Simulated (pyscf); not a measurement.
Structures and frequencies: ωB97X-D3(BJ)/def2-SVP in PySCF.

Question: For HO–Si(F)(F)–F (SMILES O[Si](F)(F)F) + HO–SiH₃ (SMILES O[SiH3]) → HO–Si(F)(F)–O–SiH₃ (SMILES O[Si](F)(F)O[SiH3]) + HF (SMILES F), a four-centre exchange (singlet surface; F–Si, H–O broken, O–Si, F–H formed), PBE/def2-TZVP gives ΔE‡ = 0.77 eV and ΔE = +0.28 eV (zero: the separated reactants). In which direction and how far do PBE0-D3(BJ)/def2-TZVP, M06-2X/def2-TZVP, ωB97M-D3(BJ)/def2-TZVP move these?

Answer: PBE0-D3(BJ): ΔE‡ = 0.75 eV, ΔE = +0.18 eV; M06-2X: ΔE‡ = 0.75 eV, ΔE = +0.16 eV; ωB97M-D3(BJ): ΔE‡ = 0.83 eV, ΔE = +0.20 eV. PBE's barrier lies among them. Its reaction energy lies over all of them, by 0.08 to 0.12 eV. On the reactant side the descent ends in an adduct with a O–Si contact, 0.23 eV over the separated species and 0.53 eV under the saddle at ωB97X-D3(BJ)/def2-TZVP. On the product side the descent ends in a complex, 0.32 eV under the separated species and 0.96 eV under the saddle at ωB97X-D3(BJ)/def2-TZVP. What is counted as formed (O–Si) is already present as a longer contact in the reactant adduct; forming that adduct is a step of its own. One saddle was located; it need not be the lowest between these sides.
